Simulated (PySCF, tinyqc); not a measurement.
RHF in the sto-6g basis, for LiH, spin multiplicity 1, step by step (part 1 of 2). The lowest restricted solution is unstable here: a spin-polarised one lies 0.0102 hartree lower (PySCF). Computed by tinyqc, a small Python program that keeps every step (integrals from PySCF). Settings: charge = 0, multiplicity = 1, basis = sto-6g, energy threshold = 1e-09, iteration cap = 85, orthogonalisation = symmetric, start = Wolfsberg-Helmholz matrix, DIIS depth = 8, DIIS from iteration = 2, method = RHF. Command: `OMP_NUM_THREADS=1 python tinyqc.py 23564 23565 out.jsonl` (the two numbers bound the seeds that draw the settings). One thread of a shared host (Intel(R) Xeon(R) Processor @ 2.60GHz), about 0.08 s of CPU time with the checks. Later iterations appear only in the table of the cycle.

## One-electron integrals

Geometry (angstrom):
```
atom         x         y         z
Li    0.000000  0.000000  0.000000
H     0.000000  0.000000  2.293000
```

Basis sto-6g: exponents (1/bohr^2) and contraction coefficients of normalised primitives:
```
element  l (shell)    exponent  coefficient
Li           s (1)  167.175846     0.009164
Li           s (1)   30.651508     0.049361
Li           s (1)    8.575187     0.168538
Li           s (1)    2.945808     0.370563
Li           s (1)    1.143944     0.416492
Li           s (1)    0.471139     0.130334
Li           s (2)    6.597564    -0.013253
Li           s (2)    1.305830    -0.046992
Li           s (2)    0.405851    -0.033785
Li           s (2)    0.156146     0.250242
Li           s (2)    0.067814     0.595117
Li           s (2)    0.031084     0.240706
Li           p (3)    6.597564     0.003760
Li           p (3)    1.305830     0.037679
Li           p (3)    0.405851     0.173897
Li           p (3)    0.156146     0.418036
Li           p (3)    0.067814     0.425860
Li           p (3)    0.031084     0.101708
H            s (1)   35.523221     0.009164
H            s (1)    6.513144     0.049361
H            s (1)    1.822143     0.168538
H            s (1)    0.625955     0.370563
H            s (1)    0.243077     0.416492
H            s (1)    0.100112     0.130334
```

Overlap, kinetic and nuclear-attraction integrals over the contracted functions; the nuclear repulsion is the sum of Za Zb / Rab.

nuclear repulsion = 0.69233826 hartree

overlap S, order 1Li 1s, 1Li 2s, 1Li 2px, 1Li 2py, 1Li 2pz, 2H 1s:
$$\begin{pmatrix}
1.000000 & 0.235742 & 0.000000 & 0.000000 & 0.000000 & 0.014891 \\
0.235742 & 1.000000 & 0.000000 & 0.000000 & 0.000000 & 0.239078 \\
0.000000 & 0.000000 & 1.000000 & 0.000000 & 0.000000 & 0.000000 \\
0.000000 & 0.000000 & 0.000000 & 1.000000 & 0.000000 & 0.000000 \\
0.000000 & 0.000000 & 0.000000 & 0.000000 & 1.000000 & 0.346575 \\
0.014891 & 0.239078 & 0.000000 & 0.000000 & 0.346575 & 1.000000
\end{pmatrix}$$

kinetic energy T (hartree), order 1Li 1s, 1Li 2s, 1Li 2px, 1Li 2py, 1Li 2pz, 2H 1s:
$$\begin{pmatrix}
3.616742 & -0.110723 & 0.000000 & 0.000000 & 0.000000 & -0.006301 \\
-0.110723 & 0.106524 & 0.000000 & 0.000000 & 0.000000 & 0.009419 \\
0.000000 & 0.000000 & 0.320007 & 0.000000 & 0.000000 & 0.000000 \\
0.000000 & 0.000000 & 0.000000 & 0.320007 & 0.000000 & 0.000000 \\
0.000000 & 0.000000 & 0.000000 & 0.000000 & 0.320007 & 0.041452 \\
-0.006301 & 0.009419 & 0.000000 & 0.000000 & 0.041452 & 0.768522
\end{pmatrix}$$

nuclear attraction V (hartree), order 1Li 1s, 1Li 2s, 1Li 2px, 1Li 2py, 1Li 2pz, 2H 1s:
$$\begin{pmatrix}
-8.297924 & -0.882766 & 0.000000 & 0.000000 & -0.008289 & -0.057568 \\
-0.882766 & -1.423600 & 0.000000 & 0.000000 & -0.083002 & -0.363918 \\
0.000000 & 0.000000 & -1.403027 & 0.000000 & 0.000000 & 0.000000 \\
0.000000 & 0.000000 & 0.000000 & -1.403027 & 0.000000 & 0.000000 \\
-0.008289 & -0.083002 & 0.000000 & 0.000000 & -1.464597 & -0.533880 \\
-0.057568 & -0.363918 & 0.000000 & 0.000000 & -0.533880 & -1.931804
\end{pmatrix}$$

core Hamiltonian H = T + V (hartree), order 1Li 1s, 1Li 2s, 1Li 2px, 1Li 2py, 1Li 2pz, 2H 1s:
$$\begin{pmatrix}
-4.681181 & -0.993489 & 0.000000 & 0.000000 & -0.008289 & -0.063868 \\
-0.993489 & -1.317076 & 0.000000 & 0.000000 & -0.083002 & -0.354499 \\
0.000000 & 0.000000 & -1.083020 & 0.000000 & 0.000000 & 0.000000 \\
0.000000 & 0.000000 & 0.000000 & -1.083020 & 0.000000 & 0.000000 \\
-0.008289 & -0.083002 & 0.000000 & 0.000000 & -1.144589 & -0.492427 \\
-0.063868 & -0.354499 & 0.000000 & 0.000000 & -0.492427 & -1.163282
\end{pmatrix}$$

## Two-electron integrals

Functions are numbered as in S; the eight-fold symmetry (ij|kl) = (ji|kl) = (kl|ij) leaves the list below.

Two-electron integrals (ij|kl) in chemists' order, unique and non-zero (hartree):
```
(11|11) 1.681247   (21|11) 0.242603   (21|21) 0.044507   (22|11) 0.397190
(22|21) 0.090279   (22|22) 0.290625   (31|31) 0.009437   (32|31) 0.014261
(32|32) 0.064236   (33|11) 0.397190   (33|21) 0.090279   (33|22) 0.290625
(33|33) 0.313125   (41|41) 0.009437   (42|41) 0.014261   (42|42) 0.064236
(43|43) 0.016875   (44|11) 0.397190   (44|21) 0.090279   (44|22) 0.290625
(44|33) 0.279374   (44|44) 0.313125   (51|51) 0.009437   (52|51) 0.014261
(52|52) 0.064236   (53|53) 0.016875   (54|54) 0.016875   (55|11) 0.397190
(55|21) 0.090279   (55|22) 0.290625   (55|33) 0.279374   (55|44) 0.279374
(55|55) 0.313125   (61|11) 0.014848   (61|21) 0.002691   (61|22) 0.005606
(61|33) 0.005524   (61|44) 0.005524   (61|51) 0.000363   (61|52) 0.000771
(61|55) 0.005770   (61|61) 0.000181   (62|11) 0.069180   (62|21) 0.016114
(62|22) 0.059660   (62|33) 0.056205   (62|44) 0.056205   (62|51) 0.002547
(62|52) 0.018599   (62|55) 0.066570   (62|61) 0.001211   (62|62) 0.025400
(63|31) 0.000942   (63|32) 0.005192   (63|53) 0.002350   (63|63) 0.001231
(64|41) 0.000942   (64|42) 0.005192   (64|54) 0.002350   (64|64) 0.001231
(65|11) 0.095128   (65|21) 0.022289   (65|22) 0.084563   (65|33) 0.078794
(65|44) 0.078794   (65|51) 0.003971   (65|52) 0.029007   (65|55) 0.096100
(65|61) 0.001720   (65|62) 0.038740   (65|65) 0.059427   (66|11) 0.230733
(66|21) 0.054369   (66|22) 0.220606   (66|33) 0.202751   (66|44) 0.202751
(66|51) 0.008240   (66|52) 0.078070   (66|55) 0.256318   (66|61) 0.004166
(66|62) 0.126119   (66|65) 0.197347   (66|66) 0.774999
```

## Orthogonalisation

S = U s U^T; symmetric (Loewdin) form X = U s^(-1/2) U^T, so that X^T S X = 1.

eigenvalues of S: [0.558363, 0.811959, 1.000000, 1.000000, 1.177933, 1.451746]

X, order 1Li 1s, 1Li 2s, 1Li 2px, 1Li 2py, 1Li 2pz, 2H 1s:
$$\begin{pmatrix}
1.022282 & -0.125808 & 0.000000 & 0.000000 & -0.005122 & 0.016695 \\
-0.125808 & 1.047968 & 0.000000 & 0.000000 & 0.036916 & -0.138586 \\
0.000000 & 0.000000 & 1.000000 & 0.000000 & 0.000000 & 0.000000 \\
0.000000 & 0.000000 & 0.000000 & 1.000000 & 0.000000 & 0.000000 \\
-0.005122 & 0.036916 & 0.000000 & 0.000000 & 1.051938 & -0.195848 \\
0.016695 & -0.138586 & 0.000000 & 0.000000 & -0.195848 & 1.077184
\end{pmatrix}$$

## Starting guess

The start is the generalised Wolfsberg-Helmholz matrix (K = 1.75) built on H; D = 2 C_occ C_occ^T.

D at the start, order 1Li 1s, 1Li 2s, 1Li 2px, 1Li 2py, 1Li 2pz, 2H 1s:
$$\begin{pmatrix}
1.977349 & 0.023445 & 0.000000 & 0.000000 & -0.088245 & -0.125353 \\
0.023445 & 0.181474 & 0.000000 & 0.000000 & 0.292392 & 0.367776 \\
0.000000 & 0.000000 & 0.000000 & 0.000000 & 0.000000 & 0.000000 \\
0.000000 & 0.000000 & 0.000000 & 0.000000 & 0.000000 & 0.000000 \\
-0.088245 & 0.292392 & 0.000000 & 0.000000 & 0.479146 & 0.603596 \\
-0.125353 & 0.367776 & 0.000000 & 0.000000 & 0.603596 & 0.760472
\end{pmatrix}$$

## Iteration 1: building the Fock matrix

J_ij = sum D_kl (ij|kl), K_ij = sum D_kl (ik|jl); F = H + J - 0.5 K; E = tr D H + tr D J / 2 - 0.25 tr D K + E_nn.

Coulomb J (hartree), order 1Li 1s, 1Li 2s, 1Li 2px, 1Li 2py, 1Li 2pz, 2H 1s:
$$\begin{pmatrix}
3.935647 & 0.620868 & 0.000000 & 0.000000 & 0.019517 & 0.039744 \\
0.620868 & 1.293935 & 0.000000 & 0.000000 & 0.142922 & 0.351756 \\
0.000000 & 0.000000 & 1.265483 & 0.000000 & 0.000000 & 0.000000 \\
0.000000 & 0.000000 & 0.000000 & 1.265483 & 0.000000 & 0.000000 \\
0.019517 & 0.142922 & 0.000000 & 0.000000 & 1.350844 & 0.516681 \\
0.039744 & 0.351756 & 0.000000 & 0.000000 & 0.516681 & 1.585160
\end{pmatrix}$$

exchange K (hartree), order 1Li 1s, 1Li 2s, 1Li 2px, 1Li 2py, 1Li 2pz, 2H 1s:
$$\begin{pmatrix}
3.347219 & 0.515186 & 0.000000 & 0.000000 & -0.001618 & 0.035382 \\
0.515186 & 0.257372 & 0.000000 & 0.000000 & 0.216511 & 0.308608 \\
0.000000 & 0.000000 & 0.046428 & 0.000000 & 0.000000 & 0.000000 \\
0.000000 & 0.000000 & 0.000000 & 0.046428 & 0.000000 & 0.000000 \\
-0.001618 & 0.216511 & 0.000000 & 0.000000 & 0.362563 & 0.459673 \\
0.035382 & 0.308608 & 0.000000 & 0.000000 & 0.459673 & 0.975173
\end{pmatrix}$$

Fock matrix F (hartree), order 1Li 1s, 1Li 2s, 1Li 2px, 1Li 2py, 1Li 2pz, 2H 1s:
$$\begin{pmatrix}
-2.419144 & -0.630214 & 0.000000 & 0.000000 & 0.012037 & -0.041815 \\
-0.630214 & -0.151828 & 0.000000 & 0.000000 & -0.048335 & -0.157048 \\
0.000000 & 0.000000 & 0.159249 & 0.000000 & 0.000000 & 0.000000 \\
0.000000 & 0.000000 & 0.000000 & 0.159249 & 0.000000 & 0.000000 \\
0.012037 & -0.048335 & 0.000000 & 0.000000 & 0.024973 & -0.205583 \\
-0.041815 & -0.157048 & 0.000000 & 0.000000 & -0.205583 & -0.065708
\end{pmatrix}$$

total energy of this density = -7.86939841 hartree

## Iteration 1: diagonalisation and new density

Diagonalise F' = X^T F X, C = X C', fill 2 alpha and 2 beta electrons from the bottom; D = 2 C_occ C_occ^T. Each column has its largest component positive (the first on a tie).

F' = X^T F X (hartree):
$$\begin{pmatrix}
-2.369389 & -0.352642 & 0.000000 & 0.000000 & 0.009206 & 0.019275 \\
-0.352642 & 0.002329 & 0.000000 & 0.000000 & 0.006551 & -0.163074 \\
0.000000 & 0.000000 & 0.159249 & 0.000000 & 0.000000 & 0.000000 \\
0.000000 & 0.000000 & 0.000000 & 0.159249 & 0.000000 & 0.000000 \\
0.009206 & 0.006551 & 0.000000 & 0.000000 & 0.108094 & -0.234494 \\
0.019275 & -0.163074 & 0.000000 & 0.000000 & -0.234494 & 0.053465
\end{pmatrix}$$

orbital energies (hartree): MO1 -2.420757, MO2 -0.213680, MO3 0.066631, MO4 0.159249, MO5 0.159249, MO6 0.362303

coefficients C, order 1Li 1s, 1Li 2s, 1Li 2px, 1Li 2py, 1Li 2pz, 2H 1s:
$$\begin{pmatrix}
0.993513 & -0.108600 & -0.223043 & 0.000000 & 0.000000 & 0.112173 \\
0.026200 & 0.380442 & 0.854179 & 0.000000 & 0.000000 & -0.509500 \\
0.000000 & 0.000000 & 0.000000 & 0.274136 & 0.961691 & 0.000000 \\
0.000000 & 0.000000 & 0.000000 & 0.961691 & -0.274136 & 0.000000 \\
-0.004071 & 0.425476 & -0.551206 & 0.000000 & 0.000000 & -0.813292 \\
-0.001164 & 0.622268 & -0.091874 & 0.000000 & 0.000000 & 0.906921
\end{pmatrix}$$

D after iteration 1, order 1Li 1s, 1Li 2s, 1Li 2px, 1Li 2py, 1Li 2pz, 2H 1s:
$$\begin{pmatrix}
1.997725 & -0.030571 & 0.000000 & 0.000000 & -0.100502 & -0.137470 \\
-0.030571 & 0.290844 & 0.000000 & 0.000000 & 0.323524 & 0.473412 \\
0.000000 & 0.000000 & 0.000000 & 0.000000 & 0.000000 & 0.000000 \\
0.000000 & 0.000000 & 0.000000 & 0.000000 & 0.000000 & 0.000000 \\
-0.100502 & 0.323524 & 0.000000 & 0.000000 & 0.362092 & 0.529529 \\
-0.137470 & 0.473412 & 0.000000 & 0.000000 & 0.529529 & 0.774438
\end{pmatrix}$$

Within a degenerate level the vectors are fixed only up to a rotation; this is one choice.

## Iteration 2: building the Fock matrix

As before.

Coulomb J (hartree), order 1Li 1s, 1Li 2s, 1Li 2px, 1Li 2py, 1Li 2pz, 2H 1s:
$$\begin{pmatrix}
3.944029 & 0.621106 & 0.000000 & 0.000000 & 0.020230 & 0.039788 \\
0.621106 & 1.293064 & 0.000000 & 0.000000 & 0.147276 & 0.352612 \\
0.000000 & 0.000000 & 1.265807 & 0.000000 & 0.000000 & 0.000000 \\
0.000000 & 0.000000 & 0.000000 & 1.265807 & 0.000000 & 0.000000 \\
0.020230 & 0.147276 & 0.000000 & 0.000000 & 1.347585 & 0.518016 \\
0.039788 & 0.352612 & 0.000000 & 0.000000 & 0.518016 & 1.590905
\end{pmatrix}$$

exchange K (hartree), order 1Li 1s, 1Li 2s, 1Li 2px, 1Li 2py, 1Li 2pz, 2H 1s:
$$\begin{pmatrix}
3.359187 & 0.505669 & 0.000000 & 0.000000 & -0.002766 & 0.035096 \\
0.505669 & 0.282606 & 0.000000 & 0.000000 & 0.230336 & 0.331972 \\
0.000000 & 0.000000 & 0.050873 & 0.000000 & 0.000000 & 0.000000 \\
0.000000 & 0.000000 & 0.000000 & 0.050873 & 0.000000 & 0.000000 \\
-0.002766 & 0.230336 & 0.000000 & 0.000000 & 0.324214 & 0.444731 \\
0.035096 & 0.331972 & 0.000000 & 0.000000 & 0.444731 & 0.981371
\end{pmatrix}$$

Fock matrix F (hartree), order 1Li 1s, 1Li 2s, 1Li 2px, 1Li 2py, 1Li 2pz, 2H 1s:
$$\begin{pmatrix}
-2.416746 & -0.625217 & 0.000000 & 0.000000 & 0.013324 & -0.041628 \\
-0.625217 & -0.165315 & 0.000000 & 0.000000 & -0.050894 & -0.167873 \\
0.000000 & 0.000000 & 0.157350 & 0.000000 & 0.000000 & 0.000000 \\
0.000000 & 0.000000 & 0.000000 & 0.157350 & 0.000000 & 0.000000 \\
0.013324 & -0.050894 & 0.000000 & 0.000000 & 0.040889 & -0.196777 \\
-0.041628 & -0.167873 & 0.000000 & 0.000000 & -0.196777 & -0.063062
\end{pmatrix}$$

total energy of this density = -7.87985898 hartree

## Iteration 2: diagonalisation and new density

As before.

F' = X^T F X (hartree):
$$\begin{pmatrix}
-2.368347 & -0.346068 & 0.000000 & 0.000000 & 0.010929 & 0.019724 \\
-0.346068 & -0.010839 & 0.000000 & 0.000000 & 0.004611 & -0.172749 \\
0.000000 & 0.000000 & 0.157350 & 0.000000 & 0.000000 & 0.000000 \\
0.000000 & 0.000000 & 0.000000 & 0.157350 & 0.000000 & 0.000000 \\
0.010929 & 0.004611 & 0.000000 & 0.000000 & 0.122103 & -0.228250 \\
0.019724 & -0.172749 & 0.000000 & 0.000000 & -0.228250 & 0.056240
\end{pmatrix}$$

orbital energies (hartree): MO1 -2.418156, MO2 -0.214741, MO3 0.066369, MO4 0.157350, MO5 0.157350, MO6 0.365685

coefficients C, order 1Li 1s, 1Li 2s, 1Li 2px, 1Li 2py, 1Li 2pz, 2H 1s:
$$\begin{pmatrix}
0.993983 & -0.121861 & -0.215289 & 0.000000 & 0.000000 & 0.109502 \\
0.024334 & 0.434800 & 0.831558 & 0.000000 & 0.000000 & -0.503490 \\
0.000000 & 0.000000 & 0.000000 & 0.420952 & 0.907083 & 0.000000 \\
0.000000 & 0.000000 & 0.000000 & 0.907083 & -0.420952 & 0.000000 \\
-0.004731 & 0.387730 & -0.571376 & 0.000000 & 0.000000 & -0.818225 \\
-0.000579 & 0.615944 & -0.139371 & 0.000000 & 0.000000 & 0.905182
\end{pmatrix}$$

D after iteration 2, order 1Li 1s, 1Li 2s, 1Li 2px, 1Li 2py, 1Li 2pz, 2H 1s:
$$\begin{pmatrix}
2.005706 & -0.057595 & 0.000000 & 0.000000 & -0.103903 & -0.151270 \\
-0.057595 & 0.379286 & 0.000000 & 0.000000 & 0.336939 & 0.535596 \\
0.000000 & 0.000000 & 0.000000 & 0.000000 & 0.000000 & 0.000000 \\
0.000000 & 0.000000 & 0.000000 & 0.000000 & 0.000000 & 0.000000 \\
-0.103903 & 0.336939 & 0.000000 & 0.000000 & 0.300714 & 0.477646 \\
-0.151270 & 0.535596 & 0.000000 & 0.000000 & 0.477646 & 0.758775
\end{pmatrix}$$

Within a degenerate level the vectors are fixed only up to a rotation; this is one choice.

## Iteration 3: building the Fock matrix

As before.

Coulomb J (hartree), order 1Li 1s, 1Li 2s, 1Li 2px, 1Li 2py, 1Li 2pz, 2H 1s:
$$\begin{pmatrix}
3.949793 & 0.621846 & 0.000000 & 0.000000 & 0.020314 & 0.039823 \\
0.621846 & 1.294255 & 0.000000 & 0.000000 & 0.146962 & 0.351096 \\
0.000000 & 0.000000 & 1.268139 & 0.000000 & 0.000000 & 0.000000 \\
0.000000 & 0.000000 & 0.000000 & 1.268139 & 0.000000 & 0.000000 \\
0.020314 & 0.146962 & 0.000000 & 0.000000 & 1.346494 & 0.515415 \\
0.039823 & 0.351096 & 0.000000 & 0.000000 & 0.515415 & 1.578579
\end{pmatrix}$$

exchange K (hartree), order 1Li 1s, 1Li 2s, 1Li 2px, 1Li 2py, 1Li 2pz, 2H 1s:
$$\begin{pmatrix}
3.362735 & 0.502946 & 0.000000 & 0.000000 & -0.003163 & 0.034150 \\
0.502946 & 0.304489 & 0.000000 & 0.000000 & 0.235248 & 0.342702 \\
0.000000 & 0.000000 & 0.055179 & 0.000000 & 0.000000 & 0.000000 \\
0.000000 & 0.000000 & 0.000000 & 0.055179 & 0.000000 & 0.000000 \\
-0.003163 & 0.235248 & 0.000000 & 0.000000 & 0.302576 & 0.429293 \\
0.034150 & 0.342702 & 0.000000 & 0.000000 & 0.429293 & 0.963888
\end{pmatrix}$$

Fock matrix F (hartree), order 1Li 1s, 1Li 2s, 1Li 2px, 1Li 2py, 1Li 2pz, 2H 1s:
$$\begin{pmatrix}
-2.412755 & -0.623116 & 0.000000 & 0.000000 & 0.013607 & -0.041120 \\
-0.623116 & -0.175066 & 0.000000 & 0.000000 & -0.053664 & -0.174754 \\
0.000000 & 0.000000 & 0.157529 & 0.000000 & 0.000000 & 0.000000 \\
0.000000 & 0.000000 & 0.000000 & 0.157529 & 0.000000 & 0.000000 \\
0.013607 & -0.053664 & 0.000000 & 0.000000 & 0.050616 & -0.191659 \\
-0.041120 & -0.174754 & 0.000000 & 0.000000 & -0.191659 & -0.066647
\end{pmatrix}$$

total energy of this density = -7.88374651 hartree

## Iteration 3: DIIS over 2 matrices

error matrix X^T (FDS - SDF) X:
$$\begin{pmatrix}
0.000000 & -0.001077 & 0.000000 & 0.000000 & 0.002474 & 0.002255 \\
0.001077 & 0.000000 & 0.000000 & 0.000000 & -0.015578 & -0.010925 \\
0.000000 & 0.000000 & 0.000000 & 0.000000 & 0.000000 & 0.000000 \\
0.000000 & 0.000000 & 0.000000 & 0.000000 & 0.000000 & 0.000000 \\
-0.002474 & 0.015578 & 0.000000 & 0.000000 & 0.000000 & 0.012234 \\
-0.002255 & 0.010925 & 0.000000 & 0.000000 & -0.012234 & 0.000000
\end{pmatrix}$$

B (overlaps of the stored error matrices):
$$\begin{pmatrix}
2.8239644e-03 & 1.6690043e-03 \\
1.6690043e-03 & 1.0481323e-03
\end{pmatrix}$$

Minimise |sum c_i e_i|^2 with sum c_i = 1: solve [B -1; -1 0][c; lambda] = [0; -1] with B_ij = tr e_i^T e_j, and take F = sum c_i F_i.

DIIS coefficients: [-1.162490, 2.162490]

extrapolated F (hartree), order 1Li 1s, 1Li 2s, 1Li 2px, 1Li 2py, 1Li 2pz, 2H 1s:
$$\begin{pmatrix}
-2.408116 & -0.620674 & 0.000000 & 0.000000 & 0.013935 & -0.040530 \\
-0.620674 & -0.186401 & 0.000000 & 0.000000 & -0.056884 & -0.182754 \\
0.000000 & 0.000000 & 0.157737 & 0.000000 & 0.000000 & 0.000000 \\
0.000000 & 0.000000 & 0.000000 & 0.157737 & 0.000000 & 0.000000 \\
0.013935 & -0.056884 & 0.000000 & 0.000000 & 0.061924 & -0.185709 \\
-0.040530 & -0.182754 & 0.000000 & 0.000000 & -0.185709 & -0.070814
\end{pmatrix}$$

## Iteration 3: diagonalisation and new density

As before.

F' = X^T F X (hartree):
$$\begin{pmatrix}
-2.360749 & -0.340024 & 0.000000 & 0.000000 & 0.012129 & 0.021622 \\
-0.340024 & -0.031400 & 0.000000 & 0.000000 & -0.000867 & -0.183762 \\
0.000000 & 0.000000 & 0.157737 & 0.000000 & 0.000000 & 0.000000 \\
0.000000 & 0.000000 & 0.000000 & 0.157737 & 0.000000 & 0.000000 \\
0.012129 & -0.000867 & 0.000000 & 0.000000 & 0.140238 & -0.217947 \\
0.021622 & -0.183762 & 0.000000 & 0.000000 & -0.217947 & 0.047113
\end{pmatrix}$$

orbital energies (hartree): MO1 -2.409429, MO2 -0.225799, MO3 0.070234, MO4 0.157737, MO5 0.157737, MO6 0.360196

coefficients C, order 1Li 1s, 1Li 2s, 1Li 2px, 1Li 2py, 1Li 2pz, 2H 1s:
$$\begin{pmatrix}
0.994189 & -0.137405 & -0.206561 & 0.000000 & 0.000000 & 0.105994 \\
0.023539 & 0.496634 & 0.804215 & 0.000000 & 0.000000 & -0.490583 \\
0.000000 & 0.000000 & 0.000000 & 0.110350 & 0.993893 & 0.000000 \\
0.000000 & 0.000000 & 0.000000 & 0.993893 & -0.110350 & 0.000000 \\
-0.004901 & 0.332809 & -0.583155 & 0.000000 & 0.000000 & -0.833944 \\
-0.000621 & 0.610421 & -0.208425 & 0.000000 & 0.000000 & 0.895607
\end{pmatrix}$$

D after iteration 3, order 1Li 1s, 1Li 2s, 1Li 2px, 1Li 2py, 1Li 2pz, 2H 1s:
$$\begin{pmatrix}
2.014582 & -0.089675 & 0.000000 & 0.000000 & -0.101204 & -0.168984 \\
-0.089675 & 0.494398 & 0.000000 & 0.000000 & 0.330338 & 0.606282 \\
0.000000 & 0.000000 & 0.000000 & 0.000000 & 0.000000 & 0.000000 \\
0.000000 & 0.000000 & 0.000000 & 0.000000 & 0.000000 & 0.000000 \\
-0.101204 & 0.330338 & 0.000000 & 0.000000 & 0.221572 & 0.406313 \\
-0.168984 & 0.606282 & 0.000000 & 0.000000 & 0.406313 & 0.745228
\end{pmatrix}$$

Within a degenerate level the vectors are fixed only up to a rotation; this is one choice.
